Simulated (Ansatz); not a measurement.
## Which is lower?

Two relaxed structures of CH4NSi (charge +1), singlet (PBE0-D4/def2-TZVP; forces vanish, vibrations not checked).

A:

C1  (-0.458, 0.707, -0.012)
N2  (0.449, -0.148, 0.072)
Si3  (1.617, -1.250, 0.178)
H4  (2.027, -1.913, -1.065)
H5  (-0.220, 1.759, -0.194)
H6  (-1.507, 0.422, 0.094)
H7  (2.180, -1.505, 1.509)
(Å)

B:

```
7
angstrom
C -0.9393 0.8057 -0.2895
N 1.5324 -1.3038 0.4177
Si 0.4168 -0.3517 0.0981
H -1.6126 0.3130 -0.9972
H -0.5004 1.7056 -0.7304
H -1.4591 1.0421 0.6436
H 2.2780 -1.9402 0.6309
```

Ansatz 0.2.0; basis: def2-TZVPP; cores frozen in the correlated methods. B3LYP uses VWN-RPA correlation.

Problem. Which structure is lower at CCSD(T), and by how much? (Judge from chemistry; the value comes from the calculation.)

Solution. By the calculation: A, by 46.3 kJ/mol (electronic energy, against the other). By their contacts, A is CH₄NSi ([CH2][N][SiH2]), total charge +1 and B is CH₄NSi ([CH3][Si][NH]), total charge +1.

All methods give the same order:

```tsv
method	E(B) − E(A) (kJ/mol)
PBE-D4	41.4
r2SCAN-D4	44.7
PBE0-D4	46.9
B3LYP-D4	58.7
wB97M-V	45.2
HF	99.4
MP2	28.7
CCSD	53.3
CCSD(T)	46.3
```

No T1 diagnostic of these runs exceeds 0.020.

Labels in which every atom is bracketed show which atoms are joined, not bond orders.

For scale, one of the runs: CCSD(T)/def2-TZVPP, 160 basis functions, launched by `ansatz run in.yaml --threads 2 --pin off --events-out ev --progress --plain --max-ram 4352MiB`. The run took 18 s on 2 CPU threads of an Intel Xeon Platinum 8259CL (shared host), with 1.1 GiB of host memory at its peak.
